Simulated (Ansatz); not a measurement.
# SO₂, singlet: CASSCF and its corrections

Calculated in Ansatz's Gaussian-basis code. Basis cc-pVDZ, nonrelativistic, 7 orbitals frozen in the corrections. State-specific CASSCF; RHF is the lowest restricted (open-shell) Hartree–Fock solution met. Solutions may break the symmetry of the shape. No proof that the lowest CASSCF solution was found.

Geometry:

```xyz
3

S     0.0000    0.0000   -0.4010
O     0.0000    1.3505    0.4010
O     0.0000   -1.3505    0.4010
```

Q: What do CASSCF and its corrections give against RHF in CAS(4,3), and what are the occupations?

A: CASSCF -1.429 eV, SC-NEVPT2 -15.224 eV; occupations 1.99, 1.79, 0.21.
